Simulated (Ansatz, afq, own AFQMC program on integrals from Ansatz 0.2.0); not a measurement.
Integrals from Ansatz 0.2.0, then the random walk in our own AFQMC program (afq).

```yaml
crystal:
  periodic: [false, false, false]
  atoms:
    - {symbol: Br, position_ang: [-1.940270, 0.251057, 0.000000]}
    - {symbol: H, position_ang: [-0.136270, 0.251057, 0.000000]}
    - {symbol: N, position_ang: [0.903730, 0.251057, 0.000000]}
    - {symbol: H, position_ang: [1.172811, -0.753170, 0.000000]}
basis:
  gaussian: {orbitals: cc-pVTZ}
magnetization: {spin_polarized: true, initial_magnetization: 2}
correlation: {method: ccsd_t, electrons: outside_noble_gas, hamiltonian_folder: ham}
```

```sh
$ ansatz run in.yaml --threads 1 --pin off --events-out ev --progress --plain --max-ram 16896MiB --backend cuda --devices 0, --max-vram 18GiB
```

afq runs on the folder ham with

```
--method phaseless --trial cisd --walkers 1500 --populations 20 --least-time 60 --time-step 0.005 --steps-per-block 50 --equilibration-blocks 28 --max-blocks 4000 --target-error 0.00022 --factor-cut 1e-05 --start spin_pure --seed 7210 --release-times 0.24,0.51,0.99,1.62,2.4 --release-step 0.03 --release-every 3 --taylor-order 6
```

Times are imaginary, in 1/Eh. The walk had a cap of 244 s. With eight or more populations the least sampling time is a fifth of least-time, and the error comes from their spread. Filled inner d shells are frozen with the cores.

Log:

```
orbitals 86  electrons 8 6  factors 556 of 617
reference energy -2628.00459113 Eh
CCSD correlation -0.36779399 Eh in 17 cycles, weight of the determinant in the CISD state 0.8664
energy of the start -2628.370669 Eh
 block  time / (1/Eh)  mean weight  energy / Eh
     1     0.250  1.0004  -2628.367071
     2     0.500  0.9994  -2628.372998
     3     0.750  1.0003  -2628.377788
     4     1.000  0.9996  -2628.381629
     5     1.250  1.0003  -2628.383113
     9     2.250  1.0001  -2628.383917
    15     3.750  0.9994  -2628.384559
    23     5.750  0.9995  -2628.386621
    31     7.750  0.9998  -2628.386021
    39     9.750  1.0011  -2628.387217
    41    10.250  1.0001  -2628.388865
    47    11.750  0.9997  -2628.387257
    55    13.750  0.9998  -2628.385809
    63    15.750  1.0010  -2628.385383
    71    17.750  0.9999  -2628.384446
    79    19.750  1.0001  -2628.386107
    87    21.750  1.0001  -2628.386567
    95    23.750  1.0006  -2628.385587
   103    25.750  1.0002  -2628.386890
   107    26.750  1.0000  -2628.385201
error from the spread of 20 populations
released: time / (1/Eh)  energy / Eh  error  mean overlap
  0.24  -2628.386542  0.000199  0.9923
  0.51  -2628.386725  0.000137  0.9899
  0.99  -2628.386589  0.000203  0.9921
  1.62  -2628.386722  0.000299  0.9915
  2.40  -2628.386957  0.000465  0.9849
energy -2628.386199 +/- 0.000197 Eh
(rows thinned)
```

The run passed its tests (sampling time, drift between the halves within three errors, error under three times the target), which doesn't prove that it has relaxed.

Against this walk (error 5.4 meV) on the same determinant: CCSD(T) 32.3 meV higher. The error is statistical and leaves out the bias of the constraint. Released to 1.62 1/Eh the energy moves by -14 ± 10 meV (both errors), within twice the noise.

Cautions: constraint bias not in the error; no relativity below Rb; no spin-orbit coupling; inner d shell frozen; lower spins were not checked.

The walk took 2.5 min on 1 × NVIDIA H100 80GB HBM3 with 2 threads of AMD EPYC 7R13 Processor (Zen 3) (shared host) (the card was shared). The log's last line is the phaseless energy.

A walk keeps the symmetry of its determinant, which the program's search chose and which needn't be the lowest solution, so a lower state of the same spin and another symmetry isn't excluded.
